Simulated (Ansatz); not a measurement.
# Al2H2 (triplet): wave-function methods side by side at scale of all distances = 1.781, 6-31G

How much of the correlation energy of Al2H2 (triplet) does each wave-function method recover here?

Computed with Ansatz 0.2.0, Gaussian basis. Level: 6-31G, core rule «outside noble gas», up to 10 orbitals frozen.

The runs, in order: UHF; CCSD(T) on ROHF; CCSD(T) on UHF; BCCD(T) on ROHF; CISD; CCSDT(Q) on ROHF; CCSDT(Q) on UHF; CISDTQ; CASSCF and MRCISD+Q, 4 electrons in 4 orbitals; CASSCF and NEVPT2, 4 electrons in 4 orbitals; CASSCF and MRCISD+Q, 8 electrons in 10 orbitals; CASSCF and NEVPT2, 8 electrons in 10 orbitals; Full CI.

17 further runs of the same task are left out: 12 that didn't finish, 5 set aside as unsound or not needed.

### Step 1. The geometry

The geometry derives from a PBE0/def2-TZVP stationary point (not a proven minimum). All distances are scaled together.

4 atoms, charge 0, spin multiplicity 3.

Atoms are counted from 1 here; the program's logs count them from 0.

No contacts short enough for the rule that draws bonds.

### Step 2. UHF

in.yaml reads:

```yaml
crystal:
  periodic: [false, false, false]
  atoms:
    - {symbol: Al, position_ang: [0.000000, 0.000000, -2.138905]}
    - {symbol: Al, position_ang: [0.000000, 0.000000, 2.393918]}
    - {symbol: H, position_ang: [0.000000, 2.526170, -3.413211]}
    - {symbol: H, position_ang: [0.000000, -2.526170, -3.413211]}
basis:
  gaussian: {orbitals: 6-31G}
magnetization: {spin_polarized: true, initial_magnetization: 2}
hamiltonian: {xc: hf}
output: {orbitals: {seedname: orbitals}}
```

Started as:

```sh
> ansatz run in.yaml --threads 1 --pin off --events-out ev --progress --plain --max-ram 2393MiB
```

Further steps of the session: CCSD(T) on ROHF; CCSD(T) on UHF; BCCD(T) on ROHF; CISD; CCSDT(Q) on ROHF; CCSDT(Q) on UHF; CISDTQ; CASSCF and MRCISD+Q, 4 electrons in 4 orbitals; CASSCF and NEVPT2, 4 electrons in 4 orbitals; CASSCF and MRCISD+Q, 8 electrons in 10 orbitals; CASSCF and NEVPT2, 8 electrons in 10 orbitals; Full CI.

Before running them: what should the planned runs give, taken together? Wanted: FCI below the RHF energy; RMP2 from FCI; UMP2 from FCI; RCCSD from FCI; RCCSD(T) from FCI; UCCSD(T) from FCI; RCCSDT(Q) from FCI; UCCSDT(Q) from FCI; NEVPT2 pair from FCI.

As calculated:

| quantity | value |
| --- | --- |
| FCI below the RHF energy | -2.9778 eV |
| RMP2 from FCI | +1451.4 meV |
| UMP2 from FCI | +1228.4 meV |
| RCCSD from FCI | +120.7 meV |
| RCCSD(T) from FCI | +42.0 meV |
| UCCSD(T) from FCI | +32.6 meV |
| RCCSDT(Q) from FCI | +0.9 meV |
| UCCSDT(Q) from FCI | +1.2 meV |
| NEVPT2 pair from FCI | +872.8 meV |
| NEVPT2 valence from FCI | +172.9 meV |
| MRCISD+Q valence from FCI | +12.0 meV |
| levels within 1 kcal/mol (43 meV) | RCCSD(T), UCCSD(T), RCCSDT, UCCSDT, CISDTQ, RCCSDT(Q), UCCSDT(Q), MRCISD valence, MRCISD+Q valence |
| T1 diagnostic | 0.066 |
| effectively unpaired electrons | 2.45 |

What this shows: RCCSD(T) misses by +42.0 meV, 1.4 % of the correlation energy. The occupations show some static correlation. Of the multireference levels listed MRCISD+Q valence comes nearest in total energy (+12.0 meV), which doesn't show that its space is the better one. Coupled cluster took another determinant than the lowest Hartree-Fock one. These misses are within one basis, not against nature; the frozen cores of restricted and unrestricted runs differ, which can shift their rows.
